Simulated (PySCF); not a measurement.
**B: ionisation energy**

B [He] 2s2 2p1 (2P) → B⁺ [He] 2s2 (1S), as a difference of total energies. All numbers are calculated (PySCF 2.14, the non-relativistic Hamiltonian (point nucleus), in aug-cc-pV5Z (7s6p5d4f3g2h, 127 functions)). Correlated levels: valence: 1s2 frozen. The calculations carry no spin-orbit coupling.

```tsv
method	ionisation energy (eV)
UHF	8.043
MP2 (valence)	8.305
SCS-MP2 (valence)	8.275
CCSD (valence)	8.201
CCSD(T) (valence)	8.242
```

**Question.** How much does correlation contribute at CCSD(T) (valence)?

**Answer.** 8.242 − (8.043) = 0.199 eV, measured against UHF.

Errors of the correlated levels include the incompleteness of this basis and the frozen core.

For comparison: 8.297 eV (measured; NIST levels, between the centres of gravity of the two terms).
